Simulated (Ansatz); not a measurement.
# SiCl (doublet): wave-function methods side by side, 6-31G

How much of the correlation energy of SiCl (doublet) does each wave-function method recover here?

Computed with Ansatz 0.2.0, Gaussian basis. Level: 6-31G, core rule «outside noble gas», up to 10 orbitals frozen.

To be run: UHF; CCSD(T) on ROHF; CCSD(T) on UHF; BCCD(T) on ROHF; CISD as a restricted active space (open shells left free, so some higher excitations enter); CCSDT(Q) on ROHF; CCSDT(Q) on UHF; CISDTQ; CCSDTQ on ROHF; CCSDTQ on UHF; CASSCF and MRCISD+Q, 11 electrons in 8 orbitals; CASSCF and NEVPT2, 11 electrons in 8 orbitals; Full CI.

11 further runs of the same task are left out: 2 that didn't finish, 9 set aside as unsound or not needed. Runs told in other sessions of the task aren't counted.

## Step 1: The system

The geometry is a PBE0/def2-TZVP stationary point (not a proven minimum) of the parent state, kept for this charge and spin.

2 atoms, charge 0, spin multiplicity 2.

Atoms are counted from 1 here; the program's logs count them from 0.

Bond lengths: Si1–Cl2 2.058 Å.

Geometry (Å):

```
Si    0.00000    0.00000    0.00000
Cl    0.00000    0.00000    2.05790
```

## Step 2: UHF

Contents of in.yaml:

```yaml
crystal:
  periodic: [false, false, false]
  atoms:
    - {symbol: Si, position_ang: [0.000000, 0.000000, 0.000000]}
    - {symbol: Cl, position_ang: [0.000000, 0.000000, 2.057900]}
basis:
  gaussian: {orbitals: 6-31G}
magnetization: {spin_polarized: true, initial_magnetization: 1}
hamiltonian: {xc: hf}
output: {orbitals: {seedname: orbitals}}
```

Started as:

```
ansatz run in.yaml --threads 1 --pin off --events-out ev --progress --plain --max-ram 2393MiB
```

The runs that follow: CCSD(T) on ROHF; CCSD(T) on UHF; BCCD(T) on ROHF; CISD as a restricted active space (open shells left free, so some higher excitations enter); CCSDT(Q) on ROHF; CCSDT(Q) on UHF; CISDTQ; CCSDTQ on ROHF; CCSDTQ on UHF; CASSCF and MRCISD+Q, 11 electrons in 8 orbitals; CASSCF and NEVPT2, 11 electrons in 8 orbitals; Full CI.

Q: Predict the results of all the runs planned. Wanted: FCI from the RHF energy; RMP2 from FCI; UMP2 from FCI; RCCSD from FCI; RCCSD(T) from FCI; UCCSD(T) from FCI; RCCSDT(Q) from FCI; UCCSDT(Q) from FCI; NEVPT2 valence from FCI.

**Answer**, as computed:

| quantity | value |
| --- | --- |
| FCI from the ROHF energy | -2.3674 eV |
| RMP2 from FCI | +11.00 kcal/mol |
| UMP2 from FCI | +10.94 kcal/mol |
| RCCSD from FCI | +1.62 kcal/mol |
| RCCSD(T) from FCI | +0.26 kcal/mol |
| UCCSD(T) from FCI | +0.26 kcal/mol |
| RCCSDT(Q) from FCI | +0.02 kcal/mol |
| UCCSDT(Q) from FCI | -0.02 kcal/mol |
| NEVPT2 valence from FCI | +8.10 kcal/mol |
| MRCISD+Q valence from FCI | +0.34 kcal/mol |
| levels within 1 kcal/mol (43 meV) | RCCSD(T), UCCSD(T), BCCD(T), RCCSDT, UCCSDT, CISDTQ, RCCSDT(Q), UCCSDT(Q), RCCSDTQ, UCCSDTQ, MRCISD+Q valence |
| T1 diagnostic | 0.019 |
| effectively unpaired electrons | 1.04 |

RCCSD(T) lands +0.26 kcal/mol from the yardstick (0.5 % of the correlation energy). One determinant dominates. Of the multireference levels listed MRCISD+Q valence comes nearest in total energy (+0.34 kcal/mol), which doesn't show that its space is the better one. These misses are within one basis, not against nature; the frozen cores of restricted and unrestricted runs differ, which can shift their rows.

Levels on UHF freeze UHF's core orbitals, full CI those of ROHF, so the U rows can settle a little off it for that reason alone.

With open shells the CI space here admits some higher excitations, so it is larger than plain CISD.
